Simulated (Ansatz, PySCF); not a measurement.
System: C2H2N, net charge 0, doublet state. It need not be the lowest isomer of its formula. 
Geometry from a B3LYP-D3(BJ)/def2-TZVP (Ansatz, an electronic-structure program) optimisation:
```xyz
5

C     -0.0090    -0.1659    -1.1772
C      0.0014     0.0261     0.1854
N      0.0103     0.1888     1.3399
H      0.9204    -0.2159    -1.7250
H     -0.9467    -0.2673    -1.7035
```
Charge 0, spin multiplicity 2.

Quantity: atomisation energy (electronic, to ground-state atoms), in kcal/mol. Valence correlation only, unless marked. UHF or UKS for open shells. No spin-orbit coupling. Non-relativistic unless marked X2C. The coupled-cluster limit lacks core correlation, which all-electron functionals hold. CBS marks a two-point X^-3 extrapolation of the correlation energy; Hartree-Fock from the larger set. [CCSD(T)-MP2]/basis is that difference in the basis named.

| level | program | atomisation energy (kcal/mol) |
|---|---|---|
| HF/def2-TZVPD | PySCF | 357.0 |
| TPSS/def2-TZVPD | PySCF | 519.4 |
| PBE0-D4/def2-TZVP | Ansatz + dftd4 | 519.5 |
| TPSSh-D4/def2-TZVPD | PySCF + dftd4 | 515.4 |
| wB97M-V/def2-TZVPD | Ansatz | 514.1 |
| RPA@PBE/cc-pVQZ | Ansatz | 480.2 |
| MP2/STO-3G | Ansatz | 452.5 |
| MP2/aug-cc-pVDZ | Ansatz | 475.6 |
| MP2/cc-pVTZ | Ansatz | 499.6 |
| RI-MP2/cc-pVQZ | Ansatz | 508.7 |
| CCSD(T)/6-31G* | Ansatz | 467.5 |
| CCSD(T)/aug-cc-pVTZ | Ansatz | 496.7 |
| CCSD(T)/cc-pwCVTZ | Ansatz | 495.4 |
| X2C-CCSD(T)/cc-pVTZ-DK | Ansatz | 493.8 |
| RI-MP2/CBS(aug-cc-pVTZ,aug-cc-pVQZ)+[CCSD(T)-MP2]/aug-cc-pVTZ | Ansatz | 509.2 |

The UHF reference is spin-contaminated (<S^2> 0.18 over the pure value in the largest basis).
